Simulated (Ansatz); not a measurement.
Relative stability

The two ends of one reaction step of CH7OSi, doublet (PBE0-D4/def2-TZVP).

A:

```xyz
10
angstrom
H 0.3374 -1.5832 0.1203
O 0.8259 0.0894 -1.6200
Si 0.1472 1.4775 -1.0198
C -0.1807 -1.4550 1.0722
H 0.7756 1.9195 0.2509
H -1.3247 1.3711 -0.8545
H 0.4779 2.4307 -2.1213
H 0.3526 -0.7290 1.6861
H -1.1989 -1.1091 0.8932
H -0.2124 -2.4119 1.5928
```

B:

H1  (0.399, -0.658, -0.421)
O2  (0.639, -0.088, -1.163)
Si3  (0.168, 1.484, -1.069)
C4  (-0.312, -1.645, 1.423)
H5  (0.756, 2.170, 0.117)
H6  (-1.313, 1.616, -0.976)
H7  (0.648, 2.138, -2.309)
H8  (0.280, -1.027, 2.083)
H9  (-1.353, -1.406, 1.252)
H10  (0.088, -2.583, 1.064)
(Å)

Ansatz 0.2.0; basis: def2-TZVPP; cores frozen in the correlated methods; orbitals are unrestricted. B3LYP uses VWN-RPA correlation.

Question: Which structure is lower at CCSD(T), and by how much? (An estimate is asked for; the value comes from the calculation.)

Answer: By the calculation: B, by 59.0 kJ/mol (electronic energy, against the other). By their contacts, A is a complex of SiH₃O ([O][SiH3]) + CH₄ and B is a complex of SiH₄O ([OH][SiH3]) + CH₃.

All methods give the same order:

```
      method  E(B) − E(A) (kJ/mol)
       SPW92                 -55.8
      PBE-D4                 -45.1
     BLYP-D4                 -39.6
   r2SCAN-D4                 -54.1
      B97M-V                 -38.5
     PBE0-D4                 -51.5
    B3LYP-D4                 -46.8
  r2SCAN0-D4                 -55.1
    BHLYP-D4                 -43.9
CAM-B3LYP-D4                 -52.8
     wB97X-V                 -47.4
     wB97M-V                 -51.8
      B2PLYP                 -58.1
    PBE-QIDH                 -62.8
  RPA on PBE                 -47.7
          HF                 -25.5
         MP2                 -84.3
        CCSD                 -57.1
     CCSD(T)                 -59.0
```

No T1 diagnostic of these runs exceeds 0.017. ⟨S²⟩ of the unrestricted Hartree–Fock references: 0.76 (a pure state has 0.75).

Labels in which every atom is bracketed show which atoms are joined, not bond orders.

For scale, one of the runs: CCSD(T)/def2-TZVPP, 202 basis functions, launched by `ansatz run in.yaml --threads 4 --pin off --events-out ev --progress --plain --max-ram 9574MiB`. Hardware: 4 CPU threads of an Arm Neoverse V1, shared host. Wall time 2.7 min; peak host memory 6.5 GiB.
